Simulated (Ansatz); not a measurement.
# CHOSi: the cost of one run

Method: def2-QZVPP, core rule «outside noble gas», up to 7 orbitals frozen; program: Ansatz 0.2.0, Gaussian basis.

Plan: UHF; ROHF; CCSD(T) on UHF.

2 further runs of the same task are left out: 2 set aside as unsound or not needed.

### 1 The system

The geometry is a PBE0/def2-TZVP stationary point (not a proven minimum).

4 atoms, charge 0, spin multiplicity 2.

Atoms are counted from 1 here; the program's logs count them from 0.

Bond lengths: C1–O2 1.127 Å, Si3–H4 1.529 Å.

### 2 UHF

in.yaml reads:

```yaml
crystal:
  periodic: [false, false, false]
  atoms:
    - {symbol: C, position_ang: [0.000000, -0.024020, 2.154831]}
    - {symbol: O, position_ang: [0.000000, 0.064782, 1.031260]}
    - {symbol: Si, position_ang: [0.000000, -0.078311, -1.463067]}
    - {symbol: H, position_ang: [0.000000, 1.439987, -1.279434]}
basis:
  gaussian: {orbitals: "def2-QZVPP.json"}
magnetization: {spin_polarized: true, initial_magnetization: 1}
hamiltonian: {xc: hf}
output: {orbitals: {seedname: orbitals}}
```

On the command line:

```console
$ ansatz run in.yaml --threads 1 --pin off --events-out ev --progress --plain --max-ram 2393MiB
```

What time and memory should one allow on 1 thread of Arm Neoverse V2, shared host?

About 30 s, with a peak of 0.49 GiB.
